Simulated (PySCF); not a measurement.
# A diatomic session: SN

One table from this session's results is given with a row withheld; the runs are named, their logs left out.

Program: PySCF 2.14.0. Level of theory: S jorge-DZP-DKH, N jorge-DZP-DKH, spin-free X2C with a Gaussian nucleus. These are calculated values, not measurements.

Set-up of the first run:

The job is set up so:

```yaml
atoms: S, N
charge: 0
basis: S jorge-DZP-DKH, N jorge-DZP-DKH
Hamiltonian: spin-free X2C with a Gaussian nucleus
basis_functions: 39
electrons_treated: 23
masses_in_u: 31.9721, 14.0031
levels: PBE0, PBE, r²SCAN, r²SCANh, M06, PBEsol, HSE06, HF, MP2, SCS-MP2, CCSD, CCSD(T)
grid: 80 radial by 434 angular points
occupations: held fixed by the projection of orbital angular momentum
dissociation_limit: S + N, each in its ground configuration
starting_distance_in_angstrom: 1.640
values_of_2S_to_try: 1, 3, 5
```

Started as:

```sh
> OMP_NUM_THREADS=1 python dia.py task.json out
```

Steps of the session up to this table: The job; First curve: PBE0; Other states along the same grid; PBE (GGA); r²SCAN; r²SCANh; M06 (hybrid meta-GGA); PBEsol (GGA); HSE06 (range-separated hybrid); ROHF (mean field); MP2 and coupled cluster.

One table of the session follows, with a row left open; its other results are not shown here.

It belongs to the step «The curves together». Energy (eV) from each level's lowest point:

| R (Å) | ROHF | ROHF-MP2 | ROHF-SCS-MP2 | ROHF-CCSD | ROHF-CCSD(T) |
| --- | --- | --- | --- | --- | --- |
| 1.305 | 1.519 | 1.984 | 1.969 | n/a | n/a |
| 1.365 | 0.588 | 0.880 | 0.875 | 0.922 | 1.001 |
| 1.426 | 0.124 | 0.263 | 0.264 | 0.314 | 0.361 |
| 1.472 | 0.000 | 0.048 | 0.051 | 0.084 | 0.108 |
| 1.517 | ? | ? | ? | ? | ? |
| 1.562 | 0.145 | 0.074 | 0.068 | 0.028 | 0.004 |
| 1.623 | 0.439 | 0.299 | 0.283 | 0.193 | 0.136 |
| 1.699 | 0.944 | 0.699 | 0.668 | 0.537 | 0.436 |
| 1.790 | 1.671 | 1.269 | 1.223 | 1.063 | 0.901 |
| 1.911 | 2.721 | 2.157 | 2.089 | n/a | n/a |

Q: Estimate the row for R (Å) = 1.517 from the others.

Worked estimate for «ROHF». A straight line through the neighbours (1.472, 0.000) and (1.562, 0.145) gives 0.000 + (0.145 − 0.000) × (1.517 − 1.472) / (1.562 − 1.472) = 0.072; a parabola fitted to 4 rows on both sides gives 0.022.

The run gave: ROHF: 0.018; ROHF-MP2: 0.000; ROHF-SCS-MP2: 0.000; ROHF-CCSD: 0.000; ROHF-CCSD(T): 0.000. In «ROHF» the line misses by +0.054 and the parabola by +0.004.
